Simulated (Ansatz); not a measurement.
Write a Python script for Ansatz 0.2.0, Python API that makes a relaxed scan of one distance of B₂H₄Si, SMILES B1B[SiH2]1. Use (for the species named): Hartree-Fock, def2-SVP basis, multiplicity 1.

Contents of `b2h4si.xyz`:
```text
7

B    -1.04240   -0.36960   -0.21520
B     0.53560   -0.37590   -0.94820
Si    0.29530    0.42430    0.71350
H    -2.16720   -0.57040   -0.30410
H     1.24750   -0.69160   -1.85900
H     0.36420    1.90850    0.70980
H     0.82820   -0.39340    1.85750
```

`relaxed_scan.py`
```python
'''Relaxed scan of one distance in B2H4Si.'''

import ansatz as az
import numpy as np


def main() -> None:
    mol = az.Crystal.molecule_from_extxyz('b2h4si.xyz')

    job = mol.calculation()
    job = job.basis(gaussian='def2-SVP')
    job = job.functional('HF')
    symbols = [site.symbol for site in mol.cartesian_sites]
    pairs = [(0, 1), (0, 2), (0, 3), (1, 2), (1, 4), (2, 5)]
    print('held (A)   E (eV)        ', '  '.join(f'{symbols[i]}{i}-{symbols[j]}{j}' for i, j in pairs))
    for length in [1.6, 1.74, 1.88, 2.09, 2.35]:
        data = job.relax(constraints=[az.DistanceConstraint((0, 1), at=length)], force_tolerance=0.02, max_steps=60).run().report
        xyz = np.array(data['positions_ang'])
        print(f'{length:6.2f} {data["free_energy_ev"]:14.5f}  ', '  '.join(f'{np.linalg.norm(xyz[i] - xyz[j]):.3f}' for i, j in pairs))


if __name__ == '__main__':
    main()
```

Output of `python relaxed_scan.py`:
```text
held (A)   E (eV)         B0-B1  B0-Si2  B0-H3  B1-Si2  B1-H4  Si2-H5
DeckWarning: relax.constraints: the input's atoms, or those drawn, lie off the distances that are held; a relaxation that starts there is brought onto them ahead of its first SCF, by positions alone, [...]
  1.60    -9262.03469   1.600  1.892  1.190  2.372  1.184  1.479
  1.74    -9261.67494   1.740  1.888  1.191  2.302  1.186  1.480
  1.88    -9261.84140   1.880  2.011  1.189  1.805  1.183  1.471
  2.09    -9260.77810   2.090  1.977  1.189  1.976  1.189  1.482
  2.35    -9260.14063   2.350  1.969  1.187  1.970  1.187  1.486
```
(Warnings from the package without file and line, shortened, repeats left out.)

Notes:
- Total energies depend on the basis set; only differences at equal settings carry meaning.
- The energies are electronic: no zero-point or thermal terms, and the basis set is short of its limit.
- Finished in 3.1 min on 1 thread of AMD EPYC 7571 (shared host), peak memory 0.19 GiB.
